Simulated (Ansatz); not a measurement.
# CH₃S, doublet: reading a ladder of total energies

Geometry: MP2(full)/6-31G*, from the G2/97 set.

```yaml
atoms:
  - { symbol: C, position_ang: [-0.0021, 1.2005, 0.0000] }
  - { symbol: S, position_ang: [-0.0021, -0.5983, 0.0000] }
  - { symbol: H, position_ang: [1.0451, 1.5214, 0.0000] }
  - { symbol: H, position_ang: [-0.4774, 1.6027, 0.8952] }
  - { symbol: H, position_ang: [-0.4774, 1.6027, -0.8952] }
```

Basis cc-pV(D+d)Z; Ansatz 0.2.0. Only valence electrons are correlated (noble-gas cores frozen), which leaves 13 electrons in 46 orbitals. R marks a restricted (for open shells ROHF) determinant, U an unrestricted one.

Full CI isn't at hand for all of this; UCCSDT(Q) serves as the reference, and is uncertain by about the last step of the cluster series.

Runs differ by some tens of microhartree through their thresholds and, for an open shell, their frozen cores, so steps under 0.03 kcal/mol mean nothing.

```tsv
level	total energy (hartree)
UHF	-437.125843
UMP2	-437.381794
UCCSD	-437.417004
UCCSD(T)	-437.424469
UCCSDT	-437.425231
UCCSDT(Q)	-437.425700
```

Problem. What is the correlation energy at UCCSDT(Q), and what share of it do UMP2 and UCCSDT recover?

Solution. E(corr) = -437.425700 − (-437.125843) = -0.299857 hartree = -8.160 eV. UMP2: -0.255951 / -0.299857 = 85.36 %. UCCSDT: -0.299388 / -0.299857 = 99.84 %.

Problem. By how many kcal/mol does UCCSD(T) miss UCCSDT(Q) (1 hartree = 627.509 kcal/mol), and which steps make up the rest?

Solution. -437.424469 − (-437.425700) = 0.001231 hartree = 0.77 kcal/mol. Steps: UCCSDT − UCCSD(T) = -0.48, UCCSDT(Q) − UCCSDT = -0.29 kcal/mol. That is within 1 kcal/mol of the reference in this basis, which itself misses far more of the correlation at the basis-set limit.
